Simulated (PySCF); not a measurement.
Fill in the blanks.

C4H5Cl.
SMILES with atom numbers: `[CH2:1]=[C:2]=[CH:3][CH2:4][Cl:5]` (hydrogens: H6, H7 on C1; H8 on C3; H9, H10 on C4)

Structure used (GFN2-xTB), in Å, numbered top down from 1:
```xyz
10
C4H5Cl angstrom
C      2.1088   -0.1208    0.1396
C      0.8586   -0.3065   -0.1298
C     -0.3977   -0.4731   -0.4173
C     -1.4663    0.4858   -0.0172
Cl    -2.4903   -0.2376    1.2793
H      2.5499   -0.4865    1.0529
H      2.7666    0.3980   -0.5394
H     -0.7255   -1.3632   -0.9378
H     -1.0525    1.4066    0.3912
H     -2.1427    0.7018   -0.8441
```

| property | level | value |
| --- | --- | --- |
| point group of the GFN2-xTB geometry | GFN2-xTB | ? |
| rotational constants A, B, C of the GFN2-xTB geometry | GFN2-xTB | 13.886, 1.685, 1.608 GHz |
| dipole moment | PBE0/pcSseg-1 | 2.21 D |
| HOMO energy | PBE0/pcSseg-1 | ? |
| LUMO energy | PBE0/pcSseg-1 | -0.35 eV |
| 13C chemical shifts (computed TMS as zero) by class | GIAO PBE0/pcSseg-1 | ? |
| 1H chemical shifts (computed TMS as zero) by class | GIAO PBE0/pcSseg-1 | 5.58 (H8), 5.12 (H6/H7), 4.20 (H9/H10) ppm |
| isotropic shieldings of nuclei other than C and H, by class | GIAO PBE0/pcSseg-1 | ? |

Electronic properties: PySCF, gas phase, density fitting.

What are the isotropic shieldings of nuclei other than C and H, by class?

809 (Cl5) ppm.

The 13C chemical shifts (computed TMS as zero) by class?

223.1 (C2), 95.1 (C3), 80.4 (C1), 51.3 (C4) ppm.

What is the point group of the GFN2-xTB geometry?

C1.

Give the HOMO energy.

-7.76 eV.

In atomic units the dipole is 0.87 e·bohr (1 au = 2.5417 D). The rotational constants make it an asymmetric top with κ = (2B − A − C)/(A − C) = -0.99, nearer the prolate limit (−1). With B = h/(8π²I), that is 505.379 GHz u Å² over I, the principal moments of inertia are 36.4, 299.9 and 314.3 u Å² (most abundant isotopes); the inertial defect Ic − Ia − Ib is -22.0 u Å² (zero for a rigid planar frame, negative otherwise).

One conformer stands for the species.
